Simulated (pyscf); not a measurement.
PySCF, gas phase, ωB97X-D3(BJ)/def2-SVP geometries.

**Question.** For the elementary gas-phase step H₃Si–Si(SiH₃)=Ge(SiH₃)–SiH₃ (SMILES [SiH3][Si]([SiH3])=[Ge]([SiH3])[SiH3]) + SiH₄ (SMILES [SiH4]) → H₃Si–SiH(SiH₃)–Ge(SiH₃)(SiH₃)–SiH₃ (SMILES [SiH3][SiH]([SiH3])[Ge]([SiH3])([SiH3])[SiH3]) (singlet surface; H–Si broken, H–Si, Ge–Si formed), what barrier and reaction energy does ωB97M-D3(BJ)/def2-TZVP give, measured from the separated reactants?

**Answer.** ΔE‡ = 14.4 kcal/mol, ΔE = -41.3 kcal/mol. Zero-point energy shifts the barrier by +1.4 kcal/mol. It is an addition across a multiple bond or ene-type step, with an imaginary mode of 284i cm⁻¹. On the reactant side the descent ends in a complex (not fully relaxed), 4.9 kcal/mol under the separated species and 17.2 kcal/mol under the saddle at ωB97X-D3(BJ)/def2-TZVP. At the saddle there is also a short Si–Si contact that neither side keeps. At ωB97X-D3(BJ) the barrier from the zero used here is 12.3 kcal/mol. This is the saddle that the search found; another between the same sides may lie lower. Elements up to Kr have no core potential and no relativistic terms here.
